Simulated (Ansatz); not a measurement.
**C3H4FN: small, medium and large basis sets**

An exercise on one series of results from a longer session: the logs are not shown, and one member is left open.

Method: one geometry, several basis sets; program: Ansatz 0.2.0, Gaussian basis.

Levels to be run: PBE0-D4/def2-SVP; ωB97M-V/def2-SVP; PBE0-D4/def2-QZVPP; ωB97M-V/def2-QZVPP; the functionals' def2-TZVPP values are taken from earlier runs.

### The geometry

All runs share one geometry, relaxed beforehand with PBE0-D4 in a triple-zeta def2 set.

SMILES `C=NC(=C)F`, 9 atoms, charge 0, spin multiplicity 1.

Atoms are counted from 1 here; the program's logs count them from 0.

Bond lengths: C1–N2 1.268 Å, C1–H6 1.087 Å, C1–H7 1.092 Å, N2–C3 1.374 Å, C3–C4 1.326 Å, C3–F5 1.349 Å, C4–H8 1.079 Å, C4–H9 1.080 Å. Angles: N2–C1–H6 118.1°, N2–C1–H7 123.7°, H6–C1–H7 118.1°, C1–N2–C3 119.9°, N2–C3–C4 123.5°, N2–C3–F5 116.9°, C4–C3–F5 119.6°, C3–C4–H8 118.7°, C3–C4–H9 121.0°, H8–C4–H9 120.3°.

Geometry (Å):

```
C     0.3388    1.5928   -0.7083
N    -0.1473    0.8319    0.1824
C    -0.0050   -0.5300    0.0732
C    -0.4843   -1.3898    0.9621
F     0.6619   -0.9892   -1.0054
H     0.2089    2.6662   -0.5922
H     0.8802    1.2316   -1.5846
H    -1.0155   -1.0057    1.8195
H    -0.3491   -2.4542    0.8363
```

Set-up of the first run:

in.yaml

```yaml
crystal:
  periodic: [false, false, false]
  atoms:
    - {symbol: C, position_ang: [0.338804, 1.592832, -0.708263]}
    - {symbol: N, position_ang: [-0.147336, 0.831927, 0.182438]}
    - {symbol: C, position_ang: [-0.005039, -0.529976, 0.073176]}
    - {symbol: C, position_ang: [-0.484292, -1.389788, 0.962108]}
    - {symbol: F, position_ang: [0.661859, -0.989222, -1.005439]}
    - {symbol: H, position_ang: [0.208861, 2.666201, -0.592225]}
    - {symbol: H, position_ang: [0.880199, 1.231556, -1.584625]}
    - {symbol: H, position_ang: [-1.015495, -1.005697, 1.819497]}
    - {symbol: H, position_ang: [-0.349060, -2.454232, 0.836334]}
basis:
  gaussian: {orbitals: def2-SVP}
hamiltonian: {xc: pbe0, dispersion: d4}
output: {orbitals: {seedname: orbitals}}
```

Started as:

```
$ ansatz run in.yaml --threads 2 --pin off --events-out ev --progress --plain --max-ram 4352MiB
```

Among the steps run: PBE0-D4 in def2-SVP; ωB97M-V in def2-SVP; PBE0-D4 in def2-QZVPP; ωB97M-V in def2-QZVPP.

One table of the session follows, with a row left open; its other results are not shown here.

It belongs to the step «Density functionals: the series». 

```
functional       basis  HOMO (eV)
   PBE0-D4    def2-SVP          ?
   PBE0-D4  def2-TZVPP      -7.39
   PBE0-D4  def2-QZVPP      -7.41
   ωB97M-V    def2-SVP      -9.43
   ωB97M-V  def2-TZVPP      -9.51
   ωB97M-V  def2-QZVPP      -9.53
```

**Question.** Estimate the row for PBE0-D4, def2-SVP.

The run gave: HOMO (eV): -7.33. In the column «HOMO (eV)» it is the highest.
